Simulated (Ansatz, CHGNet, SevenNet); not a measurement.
## Elastic constant C44 of rock-salt HfC: levels of theory against measurement

Reference value: 180 GPa (measured, temperature not stated, no zero-point or thermal correction; as tabulated in Wu et al. (2005), arXiv:cond-mat/0412374).

```json
[
 {"level (code)": "CHGNet 0.3.0", "value (GPa)": "93.6", "cell (Å³/atom)": "12.57", "difference (%)": "-48"},
 {"level (code)": "CHGNet-r²SCAN", "value (GPa)": "43.1", "cell (Å³/atom)": "12.44", "difference (%)": "-76"},
 {"level (code)": "SevenNet-0", "value (GPa)": "121", "cell (Å³/atom)": "12.57", "difference (%)": "-33"},
 {"level (code)": "LDA (Ansatz)", "value (GPa)": "178", "cell (Å³/atom)": "11.95", "difference (%)": "-1.1"},
 {"level (code)": "PBE (Ansatz)", "value (GPa)": "171", "cell (Å³/atom)": "12.58", "difference (%)": "-5.0"},
 {"level (code)": "PBEsol (Ansatz)", "value (GPa)": "173", "cell (Å³/atom)": "12.22", "difference (%)": "-3.9"},
 {"level (code)": "PBE-D3(BJ) (Ansatz)", "value (GPa)": "174", "cell (Å³/atom)": "12.32", "difference (%)": "-3.3"},
 {"level (code)": "r²SCAN (Ansatz)", "value (GPa)": "188", "cell (Å³/atom)": "12.49", "difference (%)": "+4.4"},
 {"level (code)": "HSE06 (Ansatz)", "value (GPa)": "197", "cell (Å³/atom)": "12.50", "difference (%)": "+9.4"}
]
```

The reference's temperature isn't stated, so close values are not ranked against it. Off by more than 25 %, or 35 % on the side where a correction would as a rule narrow the miss (bounds picked here): CHGNet-r²SCAN (-76 %), CHGNet 0.3.0 (-48 %), SevenNet-0 (-33 %).

The measured value isn't corrected to a static lattice, so vibrations enter the comparison. A static lattice is as a rule stiffer than a warm one, by over a tenth in soft solids.  Density-functional levels without +SOC have no spin–orbit coupling. PBE-D3(BJ): the dispersion coefficients are held fixed in the derivatives. HSE06: hybrids on metals are sensitive to the k mesh. HSE06: the run warned that the count of filled bands differs between k points. Each level is taken at its own relaxed cell. Cutoffs and k meshes differ between the levels. Ansatz's density-functional and Hartree–Fock values are scalar-relativistic unless marked +SOC, with PAW data made under PBE.

Machine-learned potentials (CHGNet 0.3.0, CHGNet-r²SCAN, SevenNet-0) are trained on DFT data: a solid inside that data is no test of them.

Differences are worked out from the printed values.

Ansatz is a program for electronic structure.
